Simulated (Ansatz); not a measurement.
BaGdCuS3 (Cmcm, No. 63; cell taken from a computed entry) was calculated with HSE06 in Ansatz (PAW).

Settings: plane-wave cutoff 460 eV, 6×6×2 k mesh (along the axes of the cell as run), Fermi–Dirac smearing 0.01 eV, spin-polarised start, scalar-relativistic PAW data made under PBE.

Cell (relaxed with PBEsol):

Space group Cmcm (No. 63); a = 3.976 Å, b = 13.303 Å, c = 10.196 Å, α = β = γ = 90.00°

```json
[
 {"atom": "Ba", "site": "4c", "symmetry": "m2m", "x": "0.0000", "y": "0.7440", "z": "0.2500"},
 {"atom": "Gd", "site": "4a", "symmetry": "2/m..", "x": "0.0000", "y": "0.0000", "z": "0.0000"},
 {"atom": "Cu", "site": "4c", "symmetry": "m2m", "x": "0.0000", "y": "0.4687", "z": "0.2500"},
 {"atom": "S", "site": "8f", "symmetry": "m..", "x": "0.0000", "y": "0.3665", "z": "0.0668"},
 {"atom": "S", "site": "4c", "symmetry": "m2m", "x": "0.0000", "y": "0.0663", "z": "0.2500"}
]
```
(The calculation used a cell of 12 atoms; values per cell refer to that cell.)

What does this level give for the band gap, smallest direct gap on the k points sampled and direct gap at Γ?


* **band gap**: 1.81 eV (on the SCF k mesh)
* **smallest direct gap on the k points sampled**: 2.08 eV
* **direct gap at Γ**: 2.50 eV

Note: the magnetic order was assumed, not searched for or taken from measurement; the state of the 4f shell is in doubt; cell and atoms aren't relaxed at this level (largest force component 0.24 eV/Å, pressure 3.6 GPa).

Spin–orbit coupling is not included.

Computed values are for the static lattice.

Ansatz is a program for electronic structure.
